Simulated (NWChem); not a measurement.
The numbers come from NWChem runs, not from measurements. System: Na (+1), charge 1, spin multiplicity 1. Level: G0W0@CAM-B3LYP/def2-TZVPD, RI basis def2-tzvpd-rifit.

Input file:

```
start mol
memory heap 200 mb stack 700 mb global 1700 mb
charge 1
geometry units angstroms nocenter noautoz
  Na     0.000000     0.000000     0.000000
  symmetry group D2h
end
basis spherical
  * library def2-tzvpd
end
basis "ri basis" bse spherical
  * library def2-tzvpd-rifit
end
dft
  xc xcamb88 1.00 lyp 0.81 vwn_5 0.19 hfexch 1.00
  cam 0.33 cam_alpha 0.19 cam_beta 0.46
  direct
  iterations 100
  tolerances tight
end
task dft energy
gw
  states alpha occ 4 vir 2
end
task dft gw
```

Output (cleaned and shortened):

```
             Northwest Computational Chemistry Package (NWChem) 7.3.0
             --------------------------------------------------------

                                NWChem Input Module
                                -------------------

 Scaling coordinates for geometry "geometry" by  1.889725989
 (inverse scale =  0.529177249)

                             Geometry "geometry" -> ""
                             -------------------------

 Output coordinates in angstroms (scale by  1.889725989 to convert to a.u.)

  No.       Tag          Charge          X              Y              Z
 ---- ---------------- ---------- -------------- -------------- --------------
    1 Na                  11.0000     0.00000000     0.00000000     0.00000000

 Effective nuclear repulsion energy (a.u.)       0.0000000000

            Nuclear Dipole moment (a.u.)
            ----------------------------
        X                 Y               Z
 ---------------- ---------------- ----------------
     0.0000000000     0.0000000000     0.0000000000

      Symmetry information
      --------------------

 Group name             D2h
 Group number             26
 Group order               8
 No. of unique centers     1

      Symmetry unique atoms

     1


 Summary of "ao basis" -> "" (spherical)
 ------------------------------------------------------------------------------
       Tag                 Description            Shells   Functions and Types
 ---------------- ------------------------------  ------  ---------------------
 *                         def2-tzvpd                 on all atoms

 new library libraries.bse/

 Summary of "ri basis" -> "" (spherical)
 ------------------------------------------------------------------------------
       Tag                 Description            Shells   Functions and Types
 ---------------- ------------------------------  ------  ---------------------
 *                      def2-tzvpd-rifit              on all atoms

                                 NWChem DFT Module
                                 -----------------

 Summary of "ao basis" -> "ao basis" (spherical)
 ------------------------------------------------------------------------------
       Tag                 Description            Shells   Functions and Types
 ---------------- ------------------------------  ------  ---------------------
 Na                        def2-tzvpd               13       35   5s5p3d

 Summary of "ao basis" -> "ao basis" (spherical)
 ------------------------------------------------------------------------------
       Tag                 Description            Shells   Functions and Types
 ---------------- ------------------------------  ------  ---------------------
 Na                        def2-tzvpd               13       35   5s5p3d

      Symmetry analysis of basis
      --------------------------

        ag         11
        au          0
        b1g         3
        b1u         5
        b2g         3
        b2u         5
        b3g         3
        b3u         5

  int_init: cando_txs set to always be  F

            General Information
            -------------------
          SCF calculation type: DFT
          Wavefunction type:  closed shell.
          No. of atoms     :     1
          No. of electrons :    10
           Alpha electrons :     5
            Beta electrons :     5
          Charge           :     1
          Spin multiplicity:     1
          Use of symmetry is: on ; symmetry adaption is: on
[...]
 d= 0,ls=0.0,diis     5   -162.0693680407 -1.03D-08  6.59D-08  2.15D-11     0.5

         Total DFT energy =     -162.069368040698
      One electron energy =     -224.686383822578
           Coulomb energy =       76.880986312043
    Exchange-Corr. energy =      -14.263970530163
 Nuclear repulsion energy =        0.000000000000

 Numeric. integr. density =       10.000000000035

     Total iterative time =      0.4s

                  Occupations of the irreducible representations
                  ----------------------------------------------

                     irrep           alpha         beta
                     --------     --------     --------
                     ag                2.0          2.0
                     au                0.0          0.0
                     b1g               0.0          0.0
                     b1u               1.0          1.0
                     b2g               0.0          0.0
                     b2u               1.0          1.0
                     b3g               0.0          0.0
                     b3u               1.0          1.0

                       DFT Final Molecular Orbital Analysis
                       ------------------------------------

 Vector    3  Occ=2.000000D+00  E=-1.518433D+00  Symmetry=b2u
              MO Center= -1.2D-34, -7.9D-22,  5.2D-35, r^2= 2.3D-01
   Bfn.  Coefficient  Atom+Function         Bfn.  Coefficient  Atom+Function
  ----- ------------  ---------------      ----- ------------  ---------------
     7      0.862633  1 Na py                10      0.223817  1 Na py

 Vector    4  Occ=2.000000D+00  E=-1.518433D+00  Symmetry=b1u
              MO Center= -2.6D-33, -2.6D-33,  6.2D-17, r^2= 2.3D-01
   Bfn.  Coefficient  Atom+Function         Bfn.  Coefficient  Atom+Function
  ----- ------------  ---------------      ----- ------------  ---------------
     8      0.862633  1 Na pz                11      0.223817  1 Na pz

 Vector    5  Occ=2.000000D+00  E=-1.518433D+00  Symmetry=b3u
              MO Center=  8.5D-22,  1.3D-34,  2.6D-34, r^2= 2.3D-01
   Bfn.  Coefficient  Atom+Function         Bfn.  Coefficient  Atom+Function
  ----- ------------  ---------------      ----- ------------  ---------------
     6      0.862633  1 Na px                 9      0.223817  1 Na px

 Vector    6  Occ=0.000000D+00  E=-2.282422D-01  Symmetry=ag
              MO Center=  2.4D-21,  2.4D-20,  2.0D-20, r^2= 4.5D+00
   Bfn.  Coefficient  Atom+Function         Bfn.  Coefficient  Atom+Function
  ----- ------------  ---------------      ----- ------------  ---------------
     4      1.086924  1 Na s                  3     -0.261643  1 Na s
     2      0.081390  1 Na s                  1      0.047455  1 Na s
     5     -0.037983  1 Na s

 Vector    7  Occ=0.000000D+00  E=-1.318623D-01  Symmetry=b3u
              MO Center= -1.9D-21, -9.8D-33,  2.2D-33, r^2= 8.4D+00
   Bfn.  Coefficient  Atom+Function         Bfn.  Coefficient  Atom+Function
  ----- ------------  ---------------      ----- ------------  ---------------
    12      0.571210  1 Na px                15      0.456888  1 Na px
     6     -0.146325  1 Na px                18      0.091562  1 Na px

 Vector    8  Occ=0.000000D+00  E=-1.318623D-01  Symmetry=b1u
              MO Center= -4.0D-31, -1.1D-31, -2.1D-20, r^2= 8.4D+00
   Bfn.  Coefficient  Atom+Function         Bfn.  Coefficient  Atom+Function
  ----- ------------  ---------------      ----- ------------  ---------------
    14      0.571210  1 Na pz                17      0.456888  1 Na pz
     8     -0.146325  1 Na pz                20      0.091562  1 Na pz

 Task  times  cpu:        0.5s     wall:        0.5s

                                NWChem Input Module
                                -------------------

                                 NWChem GW Module
                                 ----------------

                             ***********************
                             ***        GW       ***
                             ***********************

 Summary of "ri basis" -> "ri basis" (spherical)
 ------------------------------------------------------------------------------
       Tag                 Description            Shells   Functions and Types
 ---------------- ------------------------------  ------  ---------------------
 Na                     def2-tzvpd-rifit            32      108   11s9p7d5f

  int_init: cando_txs set to always be  F
  int_init: cando_txs set to always be  F

                 Memory Information
                 ------------------
          Available GA per process is          1700.0 MBs
          Available stack per process is        700.0 MBs
          Available heap per process is           0.0 MBs

          Peak memory in Initialization
              Peak GA per process is                  0.3 MBs
              Peak stack per process is               0.0 MBs
              Peak heap per process is                0.3 MBs
              Memory not in MA per process            0.0 MBs

          Peak memory in AFF Calculation
              Peak GA per process is                  0.5 MBs
              Peak stack per process is               0.2 MBs
              Peak heap per process is                0.0 MBs
              Memory not in MA per process            0.2 MBs

          Computing 2-center integrals
          Computing Inverse Cholesky factor
          Computing 3-center integrals
          Computing V_xc ...

          Computing Sigma_x
          Computing RPA polarizability
          Solving quasiparticle equations

                  Alpha Orbitals
          State     Energy (eV)     Error (eV)
          -----------------------------------
@GW         2        -76.270           0.004
@GW         3        -46.101           0.003
@GW         4        -46.101           0.003
@GW         5        -46.101           0.003
@GW         6         -4.987           0.002
@GW         7         -2.888           0.005

   Applying  -4.7824 eV scissor-shift to rest of particle states

   Applying   1.2242 eV scissor-shift to rest of hole states

     GW Timing Statistics
   ------------------------
   Init.   :          0.0s
     ERIs  :          0.0s
     Distr.:          0.0s
     Vxc   :          0.1s
   Sigma_x :          0.0s
   RPA     :          0.0s
   Wmn     :          0.0s
   Sigma_c :          0.0s
   GW total:          0.1s

 Task  times  cpu:        0.1s     wall:        0.1s

 Total times  cpu:        0.6s     wall:        0.6s
```
